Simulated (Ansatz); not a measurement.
Geometry optimisation, Ansatz 0.2.0, RKS B3LYP/def2-SVP.

The input (input.yaml):

```yaml
crystal:
  periodic: [false, false, false]
  atoms:
    - { symbol: "N", position_ang: [0.46917, -0.15152, 0.24172] }
    - { symbol: "N", position_ang: [-0.46917, 0.15152, -0.24172] }
basis:
  gaussian: { orbitals: def2-SVP }
hamiltonian:
  xc: b3lyp
relax:
  f_tol: 0.02
  max_steps: 40
scf:
  lower_state_search: "off"
output:
  orbitals: {}
```

Run as:

```bash
$ ansatz run input.yaml --threads 1 --pin off --max-ram 2048MiB --backend cpu --events-out ev --progress --plain --runs-dir out
```

Problem. Where does it end, and by what steps?

Solution. The run converged. After 3 steps the energy has fallen by 0.000 eV; N1 moved furthest, 0.00 Å.

```tsv
step	energy less start (eV)	largest force component (eV/Å)	accepted
0	0.0000	0.302	yes
1	-0.0004	0.067	yes
2	-0.0004	0.055	yes
3	-0.0004	0.000	yes
```

```xyz
2
Properties=species:S:1:pos:R:3
N 0.470 -0.152 0.242
N -0.470 0.152 -0.242
```

Time of the run: 0.56 s on 1 thread of Intel(R) Xeon(R) 6975P-C (Granite Rapids) (shared host), peak memory 0.094 GiB.
